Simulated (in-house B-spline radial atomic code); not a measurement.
The numbers below are computed, except where a source is named.
# Cl ion on P atom: potential, deflection and energy transfer

The pair potential comes from two frozen, spherical free-atom densities (PBE, B-spline radial code, scalar-relativistic past argon): electrostatics plus the change in Thomas-Fermi kinetic and Dirac exchange energy where they overlap, the recipe behind the universal ZBL potential, which averages such potentials (from solid-state densities) over many pairs. It is written V = (Z1 Z2 e²/r) φ(r/a), with e² = 14.3996 eV·Å and a = 0.46850 Å/(Z1^0.23 + Z2^0.23); ZBL's fit is φ = 0.18175 e^(−3.1998x) + 0.50986 e^(−0.94229x) + 0.28022 e^(−0.4029x) + 0.02817 e^(−0.20162x). Where φ falls below 4e-4 it is continued as an exponential.

Masses 35.45 and 30.97 u.

| x = r/a | φ, this pair | φ, ZBL |
| --- | --- | --- |
| 0.1 | 0.9021 | 0.8928 |
| 0.5 | 0.6388 | 0.6096 |
| 1.5 | 0.3249 | 0.2995 |
| 3 | 0.1449 | 0.1292 |
| 5 | 0.06044 | 0.05224 |
| 8 | 0.02058 | 0.01705 |
| 12 | 0.004864 | 0.00474 |
| 17 | 0.001162 | 0.001212 |

Task: At x = 4 the electrostatic, kinetic and exchange parts are 251.37, 477.15 and -53.06 eV. Find r, V and φ.

Result: a = 0.46850/(1.9187 + 1.8642) = 0.12385 Å, so r = 0.49538 Å. V = 251.37 + 477.15 + (-53.06) = 675.46 eV. The bare repulsion is 17 × 15 × 14.3996/0.49538 = 7412.2 eV, so φ = 0.0911, +13.5 % against ZBL's 0.0803. The kinetic (Pauli) term is 71 % of V here.

Task: The ion comes in at 63.59 keV with impact parameter 0.6192 Å. The scattering integral gives a centre-of-mass angle of 1.372° and a closest approach of 5.03 a. What are the reduced energy, the energy passed on and the laboratory angles?

Result: ε = E a M2/(Z1 Z2 e² (M1 + M2)) = 63590 × 1.5727e-05 = 1. The most that one collision can pass on is γE with γ = 4 M1 M2/(M1 + M2)² = 0.9955. Here T = γE sin²(θ/2) = 0.9955 × 63590 × 0.0001433 = 9.067 eV. The ion turns by arctan(sin θ/(cos θ + M1/M2)) = 0.6°, and the struck atom leaves at (180° − θ)/2 = 89.3°. The closest approach is 0.623 Å. With ZBL the angle would be 1.22° and T = 7.134 eV.
